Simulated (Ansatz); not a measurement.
This script drives Ansatz's Python interface.

Script `run_composite.py`:
```python
"""Relax PSi(+) cheaply, then refine its energy."""

import itertools

import ansatz as az
from ase.data import atomic_numbers, covalent_radii
import numpy as np

GEOMETRY = """
Si    0.00000    0.00000    0.00000
P     0.00000    0.00000    2.28000
"""

mol = az.Crystal.molecule()
for line in GEOMETRY.strip().splitlines():
    symbol, *xyz = line.split()
    mol = mol.atom(symbol, [float(v) for v in xyz])

setup = mol.calculation()
setup = setup.basis(gaussian="def2-SVP")
setup = setup.functional("pbe0", dispersion="d4")
setup = setup.charge(1)
setup = setup.spin("collinear", total=2)
symbols = [site.symbol for site in mol.cartesian_sites]
start = np.array([site.position_ang for site in mol.cartesian_sites], dtype=float)
data = setup.relax(force_tolerance=0.01, max_steps=100).run(threads=1).report
end = np.array(data["positions_ang"])
# pairs closer than 1.2 times the sum of covalent radii, before or after
radius = [covalent_radii[atomic_numbers[s]] for s in symbols]
span = lambda where, i, j: np.linalg.norm(where[i] - where[j])
bonded = [(i, j) for i, j in itertools.combinations(range(len(symbols)), 2) if min(span(start, i, j), span(end, i, j)) < 1.2 * (radius[i] + radius[j])]
print("pair        before    after (A)")
for i, j in bonded:
    print(f"{symbols[i]}{i}-{symbols[j]}{j}".ljust(10), f"{span(start, i, j):8.4f} {span(end, i, j):8.4f}")

minimum = az.Crystal.molecule()
for symbol, place in zip(symbols, end):
    minimum = minimum.atom(symbol, place.tolist())
at_minimum = minimum.calculation().charge(1).spin("collinear", total=2)
# MP2 extrapolated to the basis limit, plus the small-basis difference CCSD(T) - MP2
level = lambda method, basis: at_minimum.basis(gaussian=basis).correlation(method).run(threads=1).report
small, large, cluster = level("mp2", "cc-pVDZ"), level("mp2", "cc-pVTZ"), level("ccsd_t", "cc-pVDZ")
corr = lambda each: (each["free_energy_ev"] - each["reference_energy_ev"]) / 27.211386246
mp2_limit = (27 * corr(large) - 8 * corr(small)) / 19
pieces = {"HF / cc-pVTZ": large["reference_energy_ev"] / 27.211386246, "MP2 correlation, DZ-TZ limit": mp2_limit, "CCSD(T) - MP2 / cc-pVDZ": corr(cluster) - corr(small)}
for name, value in pieces.items():
    print(f"{name:32s} {value:14.6f} Ha")
print(f"{'sum':32s} {sum(pieces.values()):14.6f} Ha")
print("T1 diagnostic", round(cluster["correlation"]["coupled_cluster"]["t1_diagnostic"], 4))
```

It is started by `python run_composite.py`. How long does it take on 1 thread of Arm Neoverse V2 (shared host), and how much memory does it need?

It took about 17 s, with a peak of 0.17 GiB, for 4 runs of the engine.

```console
$ python run_composite.py
pair        before    after (A)
Si0-P1       2.2800   2.2324
HF / cc-pVTZ                        -629.349012 Ha
MP2 correlation, DZ-TZ limit          -0.173456 Ha
CCSD(T) - MP2 / cc-pVDZ               -0.042087 Ha
sum                                 -629.564555 Ha
T1 diagnostic 0.0283
```

Caveats:
- Total energies depend on the basis set; only differences at equal settings carry meaning.
- The sum leaves out core correlation, relativity, the Hartree-Fock basis error and zero-point energy; a DZ-TZ extrapolation is rough.
- The run takes the species as open-shell (spin multiplicity 3), which needn't be its ground state.
- Inner cores stay frozen, so this is valence correlation.
- For Al to Cl the sets with a tight d function, cc-pV(X+d)Z, are usual.
- The spin state was assumed, and another may lie lower.
- An extrapolation from small basis sets is rough.
